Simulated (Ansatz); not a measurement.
B₂F, relaxed as a doublet with UKS PBE0-D4/def2-TZVP in Ansatz, starting from the GFN2-xTB geometry. Force threshold 0.02 eV/Å.

The charge 0 doublet is spin-contaminated (final ⟨S²⟩ up to 1.65, 0.75 for a pure state). At PBE0-D4/def2-TZVP a quartet of charge 0 lies 0.62 eV below the doublet, each at its own geometry. The structure comes from a short search, and lower isomers may exist.

Start:

Cartesian coordinates in Å:
```
B 0.0772 0.0790 -0.1859
B -1.2116 0.6074 0.1928
F 1.1343 -0.6864 -0.0069
```

Problem. Estimate the energy that the relaxation releases and the steps that it takes.

Solution. 6.2 kcal/mol, in 9 steps; 12 s on 4 threads of Arm Neoverse V1 on a shared host. No frequencies were taken in this run, so the end may be a saddle point.

Problem. Does the start keep its bonding and symmetry?

Solution. By distances, no bond broke or formed. The bond that changes most is B1–B2, from 1.44 to 1.56 Å (atoms count from 1). Point group Cs at the start, Cs at the end, both within 0.05 Å.

Problem. Predict the relaxed structure.

Solution. 
```xyz
3

B     0.106    0.016   -0.119
B    -1.284    0.665    0.172
F     1.178   -0.682   -0.053
```
Bond lengths: 1 × B–B 1.56 Å; 1 × B–F 1.28 Å.
